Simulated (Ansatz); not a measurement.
Molecular dynamics, step by step

H₂F₂, closed shell, CAM-B3LYP-D4/def2-SVP (Ansatz 0.2.0). Settings (timestep in fs, temperature in K; T counts 6 degrees of freedom):

```yaml
hamiltonian: {xc: {name: CAM-B3LYP}, dispersion: d4}
md: {n_steps: 30, timestep: 1.0, temperature: 100, ensemble: nve, seed: 441, initial_velocities: maxwell_boltzmann}
```

Start:

```
4
angstrom
H 0.0376 0.0380 -1.3036
H -0.1342 -0.1341 -2.0090
F -0.4206 -0.4222 1.8358
F 0.5172 0.5183 1.4768
```

| step | time (fs) | potential energy less the start (meV) | kinetic energy (meV) | T (K) |
| --- | --- | --- | --- | --- |
| 0 | 0.00 | 0.0 | 25.9 | 100 |
| 2 | 2.00 | -3.8 | 28.7 | 111 |
| 4 | 4.00 | 6.8 | 19.2 | 74 |
| 6 | 6.00 | 4.6 | 20.3 | 79 |
| 8 | 8.00 | 14.2 | 11.9 | 46 |
| 10 | 10.00 | 9.1 | 16.0 | 62 |
| 12 | 12.00 | 12.9 | 13.0 | 50 |
| 14 | 14.00 | 5.1 | 20.0 | 77 |
| 16 | 16.00 | 7.3 | 18.3 | 71 |
| 18 | 18.00 | 7.8 | 17.6 | 68 |
| 20 | 20.00 | 12.3 | 13.2 | 51 |
| 22 | 22.00 | 17.5 | 8.2 | 32 |
| 24 | 24.00 | 17.0 | 8.2 | 32 |
| 26 | 26.00 | 20.5 | 5.5 | 21 |
| 28 | 28.00 | 12.0 | 13.0 | 50 |
| 30 | 30.00 | 15.3 | 10.7 | 42 |

Step 6, positions (Å) and forces (eV/Å):

```
atom       x       y       z      Fx      Fy      Fz
  H1   0.078   0.051  -1.354  -0.032  -0.024  -0.030
  H2  -0.187  -0.166  -2.039   0.035   0.028   0.073
  F3  -0.428  -0.430   1.837   0.504   0.506  -0.194
  F4   0.526   0.527   1.480  -0.508  -0.510   0.151
```

Step 18, positions (Å) and forces (eV/Å):

| atom | x | y | z | Fx | Fy | Fz |
| --- | --- | --- | --- | --- | --- | --- |
| H1 | 0.140 | 0.064 | -1.455 | -0.256 | -0.168 | -0.318 |
| H2 | -0.271 | -0.211 | -2.054 | 0.258 | 0.171 | 0.357 |
| F3 | -0.420 | -0.422 | 1.831 | -0.185 | -0.186 | 0.063 |
| F4 | 0.519 | 0.521 | 1.492 | 0.184 | 0.183 | -0.103 |

Step 24, positions (Å) and forces (eV/Å):

| atom | x | y | z | Fx | Fy | Fz |
| --- | --- | --- | --- | --- | --- | --- |
| H1 | 0.152 | 0.061 | -1.504 | 0.166 | 0.110 | 0.256 |
| H2 | -0.293 | -0.222 | -2.043 | -0.166 | -0.107 | -0.218 |
| F3 | -0.415 | -0.417 | 1.827 | -0.630 | -0.633 | 0.220 |
| F4 | 0.514 | 0.517 | 1.498 | 0.630 | 0.630 | -0.258 |

Last step (30):

| atom | x (Å) | y (Å) | z (Å) |
| --- | --- | --- | --- |
| H1 | 0.1603 | 0.0565 | -1.5362 |
| H2 | -0.3116 | -0.2306 | -2.0349 |
| F3 | -0.4206 | -0.4226 | 1.8268 |
| F4 | 0.5201 | 0.5228 | 1.4995 |

Hardware: 2 CPU threads of an Arm Neoverse V2, shared host. Wall time about 7 s.
